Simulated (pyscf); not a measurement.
Structures and frequencies: ωB97X-D3(BJ)/def2-SVP in PySCF.

H₂N–NH–GeH: [singlet] + hydrogen (H₂) -> H₂N–NH₂ + germylene (GeH₂) [singlet]
Surface: singlet. Broken: Ge–N, H–H. Formed: H–N, Ge–H. Give ΔE‡ and ΔE from ωB97M-D3(BJ)/def2-TZVP, relative to the separated reactants.

ΔE‡ = 26.3 kcal/mol, ΔE = +15.6 kcal/mol. Zero-point energy shifts the barrier by +2.6 kcal/mol. It is a four-centre exchange, with an imaginary mode of 1319i cm⁻¹. On the product side the descent ends in an adduct with a Ge–N contact, 29.3 kcal/mol under the separated species and 38.2 kcal/mol under the saddle at ωB97X-D3(BJ)/def2-TZVP. What is counted as broken (Ge–N) persists as a longer contact in the product adduct; parting that adduct is a step of its own. At the saddle there is also a short Ge–H contact that neither side keeps. One saddle was located; it need not be the lowest between these sides. Elements up to Kr have no core potential and no relativistic terms here.
